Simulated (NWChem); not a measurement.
# BCl (SMILES [B]Cl): HF/def2-TZVPPD

Aim: the vertical ionisation energy of BCl at HF/def2-TZVPPD, from 2 runs. 

The results are computed with NWChem 7.3.0.

4 further runs of the same task are left out: 4 set aside as unsound or not needed. Runs told in other sessions of the task aren't counted.

## (1) Starting point

The species is BCl (2 atoms), meant as a singlet with charge 0. SMILES: `[B]Cl`. The shape is that of a PBE0-D4/def2-TZVP optimisation.

Bond lengths: B1–Cl2 1.718 Å.

## (2) Energy and gradient at HF/def2-TZVPPD

work.nw

```
start work
title "BCl hf"
memory stack 880 mb heap 220 mb global 1100 mb

geometry units bohr noautosym nocenter noautoz
  B   0.00000000  0.00000000 -0.13163832
  Cl  0.00000000  0.00000000  3.11462770
end

basis "ao basis" spherical bse
  * library def2-TZVPPD
end

scf
  thresh 1e-08
  maxiter 80
end

task scf gradient
```

Started as:

```console
nwchem work.nw > work.out
```

The log of the run:

```text
[...]
  functions       =    88
[...]
  wavefunction    = RHF
[...]
         Total SCF energy =   -484.148792935402
      One-electron energy =   -719.291817758829
      Two-electron energy =    208.959095510080
 Nuclear repulsion energy =     26.183929313347
        Time for solution =      7.8s
[...]
                         RHF ENERGY GRADIENTS
    atom               coordinates                        gradient
                 x          y          z           x          y          z
   1 B       0.000000   0.000000  -0.131638   -0.000000   0.000000   0.000135
   2 Cl      0.000000   0.000000   3.114628    0.000000  -0.000000  -0.000135
[...]
```

Wall time 12 s (1 thread of Intel Xeon 6975P-C (Granite Rapids), shared host); peak memory 0.11 GiB.

## (3) The doublet cation: the energy at UHF/def2-TZVPPD

calc.nw

```
start calc
title "BCl"
memory 2200 mb
charge 1

geometry units angstrom noautosym nocenter noautoz
B        0.000000       0.000000      -0.069660
Cl       0.000000       0.000000       1.648190
end

basis spherical bse
* library def2-TZVPPD
end

scf
nopen 1
uhf
thresh 1e-08
maxiter 80
end

task scf energy
```

Started as:

```console
nwchem calc.nw > calc.out
```

The log of the run:

```text
[...]
  functions       =    88
[...]
  wavefunction    = UHF
[...]
         Total SCF energy =   -483.818065588047
      One electron energy =   -712.820386067987
      Two electron energy =    202.818389307268
 Nuclear repulsion energy =     26.183931172672
                       Sz =      0.5000
                 Sz(Sz+1) =      0.7500
                      S^2 =      0.7604
[...]
```

It took 15 s on 1 thread of Intel Xeon 6975P-C (Granite Rapids), shared host; peak memory 0.1 GiB.

## (4) What came out

At HF/def2-TZVPPD:

| quantity | value |
| --- | --- |
| singlet BCl: total energy | -484.14879 Eh |
| singlet BCl: dipole moment | 1.45 D |
| singlet BCl: HOMO energy | -10.35 eV |
| singlet BCl: LUMO energy | 1.36 eV |
| singlet BCl: HOMO–LUMO gap | 11.71 eV |
| singlet BCl: largest force on an atom | 0.007 eV/Å |
| doublet cation: total energy | -483.81807 Eh |
| doublet cation: HOMO energy (highest over α and β) | -21.22 eV |
| doublet cation: LUMO energy (lowest over α and β) | -7.88 eV |
| doublet cation: ⟨S²⟩ | 0.760 |
| vertical ionisation energy (to the doublet cation) | 9.000 eV |

What this shows: The vertical ionisation energy comes to 9.00 eV (868 kJ/mol). −ε(HOMO) before ionisation, 10.35 eV, is 1.35 eV above this ionisation energy.
